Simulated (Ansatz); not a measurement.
## [H···H···CH3], doublet in cc-pVTZ: errors against UCCSDT(Q)

Geometry: a point of a hydrogen-transfer path between rigid fragments, not a stationary point.

```yaml
atoms:
  - { symbol: H, position_ang: [-1.8686, 0.0000, 0.0000] }
  - { symbol: H, position_ang: [-1.0906, 0.0000, 0.0000] }
  - { symbol: C, position_ang: [0.1984, 0.0000, 0.0000] }
  - { symbol: H, position_ang: [0.1984, -1.0800, 0.0000] }
  - { symbol: H, position_ang: [0.1984, 0.5400, 0.9353] }
  - { symbol: H, position_ang: [0.1984, 0.5400, -0.9353] }
```

Basis cc-pVTZ; Ansatz 0.2.0. Only valence electrons are correlated (noble-gas cores frozen), which leaves 9 electrons in 99 orbitals. Prefix R: restricted or restricted open-shell reference; prefix U: unrestricted. Active spaces: pair = (3e, 3o) about the gap; valence = (9e, 9o) chosen from the atoms' valence shells.

Full CI isn't at hand for all of this; UCCSDT(Q) serves as the reference, and is uncertain by about the last step of the cluster series. The frozen core follows each run's orbitals, which can shift R against U totals by a few meV.

For open shells CISD is restricted-active-space CI with the open shells as a complete middle space.

- UHF ⟨S²⟩: 0.780
- T1 diagnostic (RCCSD): 0.0222
- largest doubles amplitude (RCCSD): 0.037
- T1 diagnostic (UCCSD): 0.0144

| level | E − E(RHF) (eV) |
| --- | --- |
| UHF | -0.2518 |
| RMP2 | -5.9623 |
| UMP2 | -5.9163 |
| RCCSD | -6.6238 |
| UCCSD | -6.6289 |
| RCCSD(T) | -6.8177 |
| UCCSD(T) | -6.8166 |

Estimate how far UCCSDT(Q) in cc-pVTZ lies from RCCSD(T). The table doesn't fix it; the size of (T) and the diagnostics are the guide.

UCCSDT(Q) in cc-pVTZ lies 0.77 mEh below RCCSD(T), which is 11 % of the (T) step (-7.13 mEh). The diagnostics are small and one determinant leads, so the series closes fast and only a small part of (T) is left.

The other levels:

```json
{"level": "CISD", "E − E(UCCSDT(Q)) (mEh)": "21.16", "share of correlation (%)": "91.58", "wall time": "14 s"}
{"level": "BCCD(T)", "E − E(UCCSDT(Q)) (mEh)": "0.76", "share of correlation (%)": "99.70", "wall time": "1.8 s (H100)"}
{"level": "RCCSDT", "E − E(UCCSDT(Q)) (mEh)": "0.23", "share of correlation (%)": "99.91", "wall time": "–"}
{"level": "UCCSDT", "E − E(UCCSDT(Q)) (mEh)": "0.20", "share of correlation (%)": "99.92", "wall time": "–"}
{"level": "RCCSDT(Q)", "E − E(UCCSDT(Q)) (mEh)": "0.03", "share of correlation (%)": "99.99", "wall time": "12 s (H100)"}
{"level": "CASSCF (pair space)", "E − E(UCCSDT(Q)) (mEh)": "229.56", "share of correlation (%)": "8.66", "wall time": "–"}
{"level": "NEVPT2 (pair space)", "E − E(UCCSDT(Q)) (mEh)": "31.93", "share of correlation (%)": "87.30", "wall time": "3.8 s (H100)"}
{"level": "CASSCF (valence space)", "E − E(UCCSDT(Q)) (mEh)": "163.08", "share of correlation (%)": "35.11", "wall time": "–"}
{"level": "NEVPT2 (valence space)", "E − E(UCCSDT(Q)) (mEh)": "35.16", "share of correlation (%)": "86.01", "wall time": "4.6 s (H100)"}
```

The correlation energy at UCCSDT(Q), counted from RHF, is -6.839 eV. That run took 11 s on 2 threads of AMD EPYC 7R13 with a shared H100 80 GB, shared host.

Times hold each run's SCF and search for its determinant on a shared host, so for small cases they say little of a method's own cost; rows without a card ran on 1 thread of AMD EPYC 7R13.

Natural occupations of CASSCF (valence space) about the gap: 1.984 1.978 1.978 1.972 0.999 0.029 0.020 0.019 0.019; effectively unpaired electrons, Σ n²(2−n)², 1.02.
